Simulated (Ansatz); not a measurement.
Results of PBE0-D3(BJ) (Ansatz, a quantum-chemistry and plane-wave program, plane waves, PAW) for fcc Pt.

Run with plane-wave cutoff 460 eV, 14×14×14 k mesh, Fermi–Dirac smearing 0.05 eV, scalar-relativistic PAW data made under PBE.

The volume scan:

```
V (Å³/atom)  E − E_lowest (meV/atom)  P (GPa)
-----------  -----------------------  -------
13.885                         42.53    19.08
14.250                         10.72     9.08
14.615                          0.00     0.55
15.108                         13.51    -9.00
15.346                         29.84   -12.91
```

Q: Estimate the bulk modulus from the pressures at 14.250 and 15.108 Å³/atom, and compare it with a fit to all energies.

A: B = −V dP/dV. Between V = 14.250 and 15.108 Å³/atom, dP/dV = (-9.00 − (9.08))/(15.108 − 14.250) = -21.1 GPa per Å³/atom; at the midpoint 14.679 Å³/atom this gives B ≈ 309 GPa. The third-order Birch–Murnaghan fit gives V0 = 14.641 Å³/atom, B0 = 312 GPa, B′ = 5.4, which lies within 1 % of that estimate.

Measured, for comparison: bulk modulus 289 GPa (corrected for temperature and zero-point phonon effects; as tabulated in Levämäki et al. (2014), arXiv:1402.3671); equilibrium volume per atom 14.98 Å³/atom (static lattice: zero-point anharmonic expansion removed; as tabulated in Mejia-Rodriguez and Trickey (2018), arXiv:1807.09216). Computed (rounded) less measured: bulk modulus +8 %, equilibrium volume per atom -2.3 %.

Spin–orbit coupling is not included.

Static lattice: no zero-point or thermal effects.
